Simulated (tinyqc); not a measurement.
Worked calculation: Hueckel theory of the pi electrons, for the molecule NC=CF (SMILES; centres numbered as the heavy atoms are written). One step of it, computed by the program tinyqc.

Question. Orbitals. Diagonalise; E = alpha + x beta with beta < 0, so the largest x are filled first; degenerate levels share their electrons. P = sum n_i c_ri c_si; each orbital has its largest coefficient positive (the first on a tie).

Hueckel matrix in units of beta (H = alpha + beta A), lower triangle:
```
,1N,2C,3C,4F
1N,1.390000
2C,0.700000,0.000000
3C,0.000000,1.000000,0.000000
4F,0.000000,0.000000,0.750000,3.100000
```

pi electrons, sum of z_r less the charge = 6

Give: x values; occupations; coefficients; charge and bond-order matrix P.

Answer.

x values: 3.290  1.765  0.598  -1.162

occupations: 2.000  2.000  2.000  0.000

coefficients:
```
,MO1,MO2,MO3,MO4
1N,0.030,0.856,-0.480,-0.192
2C,0.081,0.458,0.543,0.699
3C,0.245,0.210,0.660,-0.678
4F,0.966,-0.118,-0.198,0.119
```

charge and bond-order matrix P, lower triangle:
```
,1N,2C,3C,4F
1N,1.926
2C,0.268,1.023
3C,-0.260,0.949,1.079
4F,0.046,-0.167,0.162,1.971
```
